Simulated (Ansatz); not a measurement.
## [Br···H···N], quartet in cc-pVTZ: errors against UCCSDT(Q)

Geometry: a point of a hydrogen-transfer path between rigid fragments, not a stationary point.

```tsv
atom	x (Å)	y (Å)	z (Å)
Br	0.0000	0.0000	-1.6287
H	0.0000	0.0000	0.0933
N	0.0000	0.0000	1.5353
```

Basis cc-pVTZ; Ansatz 0.2.0. Only valence electrons are correlated (noble-gas cores and the filled d shells of p-block atoms frozen), which leaves 13 electrons in 72 orbitals. R marks a restricted (for open shells ROHF) determinant, U an unrestricted one. Active spaces: valence = (13e, 9o) chosen from the atoms' valence shells. No spin–orbit coupling is included, and no scalar relativity.

Full CI isn't at hand for all of this; UCCSDT(Q) serves as the reference, and is uncertain by about the last step of the cluster series. The frozen core follows each run's orbitals, which can shift R against U totals by a few meV for light atoms and by up to 0.1 eV past Ca.

The UHF ⟨S²⟩ is 3.824. The T1 diagnostic (RCCSD) is 0.0366 and the largest doubles amplitude (RCCSD) is 0.085. The T1 diagnostic (UCCSD) is 0.0182.

Question: From what is known of these methods and the diagnostics, rank them by the size of their error in total energy against UCCSDT(Q) in cc-pVTZ, smallest first (an estimate: the text doesn't fix the numbers).
A. UCCSDT
B. UCCSD
C. UMP2
D. UCCSD(T)
E. UHF

Answer: A (1.3 kJ/mol), D (4.6 kJ/mol), B (34.1 kJ/mol), C (132.3 kJ/mol), E (866.9 kJ/mol).

All errors are against UCCSDT(Q) in cc-pVTZ. Within each family the higher level lies nearer, as is usual though not guaranteed.

Natural occupations of CASSCF (valence space) about the gap: 1.995 1.943 1.004 1.000 1.000 0.060; effectively unpaired electrons, Σ n²(2−n)², 3.03.
